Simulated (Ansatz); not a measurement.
`C[BH][AlH2]` + PH₃ → `CBP` + `[AlH3]` at 500 K and 1 bar (cleavage of the B–Al bond).

Calculated with Ansatz (gas phase, PBE0-D4/def2-TZVP geometries, no zero-point term in ΔE). CCSD(T)/CBS adds triple-zeta CCSD(T) − MP2 to the extrapolated MP2 energy (def2 sets, frozen cores). This one scheme is used for every species. Each species was taken in one conformer, which may not be the lowest.

| species | CCSD(T)/CBS energy (Eh) | H − E (kJ/mol) | S (J/(mol·K)) |
| --- | --- | --- | --- |
| `C[BH][AlH2]` | -308.41859 | 199.0 | 364.4 |
| PH₃ | -342.72256 | 81.5 | 231.4 |
| `CBP` | -407.38441 | 210.5 | 347.9 |
| `[AlH3]` | -243.78045 | 68.7 | 232.2 |

H − E and S are ideal-gas, rigid-rotor, harmonic terms from PBE0-D4/def2-TZVP, for one conformer and one mirror image of each species. 1 Eh = 2625.50 kJ/mol, R = 8.31446 J/(mol·K).

**Question.** By hand: ΔE, ΔH, ΔS and ΔG.

**Answer.** ΔE = (-407.38441) + (-243.78045) − (-308.41859) − (-342.72256) = -0.02371 Eh = -62.3 kJ/mol. Δ(H − E) = 210.5 + 68.7 − 199.0 − 81.5 = -1.3, so ΔH = -63.6 kJ/mol. ΔS = 347.9 + 232.2 − 364.4 − 231.4 = -15.7 J/(mol·K). ΔG = -63.6 − 500 × (-15.7)/1000 = -55.8 kJ/mol.

**Question.** By hand: the equilibrium constant, and the temperature at which ΔG would vanish if ΔH and ΔS stayed fixed.

**Answer.** log₁₀ K = −ΔG/(RT ln 10) = 5.8. ΔG = 0 at ΔH/ΔS = 4051 K, far beyond where these terms or the molecules hold.

ΔH outweighs TΔS. A doubt of 5 kJ/mol in ΔE shifts log₁₀ K by 0.5 here. Other conformers and mirror images would add mixing entropy, several J/(mol·K) or more a flexible species. These are equilibria of isolated gas molecules and say nothing of rates. Largest T1 diagnostic: 0.015 (customary marks: 0.02 for closed shells, 0.045 for open ones).
